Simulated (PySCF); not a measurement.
## How the method changes the constants of NaH

State: ¹Σ⁺ (singlet), closed shell. Set-up: Na x2c-TZVPPall, H x2c-TZVPPall; spin-free X2C with a Gaussian nucleus (PySCF 2.14). De refers to Na + H in their ground configurations, without counterpoise correction. A positive dipole means Na(−)H(+).

```
      Level  Re (Å)  ωe (cm⁻¹)  De (eV)  μ (D)  CPU s a point (SCF and correlation, without the integrals)
        RHF   1.912       1188     0.93  -7.02                                                       0.042
    RHF-MP2   1.868       1213     1.65    n/a                                                       0.065
RHF-SCS-MP2   1.872       1207     1.80    n/a                                                         n/a
   RHF-CCSD   1.878       1179     1.89    n/a                                                         n/a
RHF-CCSD(T)   1.877       1177     1.89    n/a                                                        0.76
        PBE   1.891       1145     1.85  -5.74                                                        0.38
     PBEsol   1.890       1142     1.91  -5.81                                                        0.26
     revPBE   1.907       1126     1.85  -5.86                                                        0.26
       TPSS   1.893       1160     2.09  -6.12                                                        0.63
     r²SCAN   1.896       1165     1.89  -6.36                                                        0.59
    r²SCANh   1.894       1174     1.87  -6.43                                                        0.61
       PBE0   1.886       1177     1.78  -6.18                                                        0.66
    ωB97X-V   1.882       1200     1.97  -6.56                                                         3.1
```

Task: Which functional lies closest to RHF-CCSD(T) in De, which farthest, and by how much do they differ from it?

Result: Closest is r²SCAN (+1.9 pm in Re, -1.0 % in ωe, +0.00 eV in De against RHF-CCSD(T) in the same basis), farthest TPSS (+1.6 pm in Re, -1.4 % in ωe, +0.20 eV in De). CCSD(T) converges more slowly with the basis than the functionals do and binds too weakly in this one, so the order can change at the basis-set limit.

Task: What does a quarter of exact exchange do here, going from PBE to PBE0?

Result: PBE0 less PBE: -0.5 pm in Re, +2.8 % in ωe, -0.07 eV in De. Exact exchange removes part of the self-interaction that spreads semilocal densities, and in most molecules shortens and stiffens the bond and lowers De; so it does here.

Task: What does the step from GGA to meta-GGA do here, going from PBE to r²SCAN?

Result: r²SCAN less PBE: +0.5 pm in Re, +1.7 % in ωe, +0.04 eV in De. 

Measured (Huber and Herzberg, Constants of Diatomic Molecules (1979)): Re = 1.8874 Å, ωe = 1172.2 cm⁻¹.

Correlated steps freeze 1 core orbital. Where the molecule has an RHF reference, its open-shell atoms are computed with UHF.

The whole job (state search and all levels along the bond) took about 1.6 min on 1 thread of Arm Neoverse V1 (shared host), peak memory 0.67 GiB.
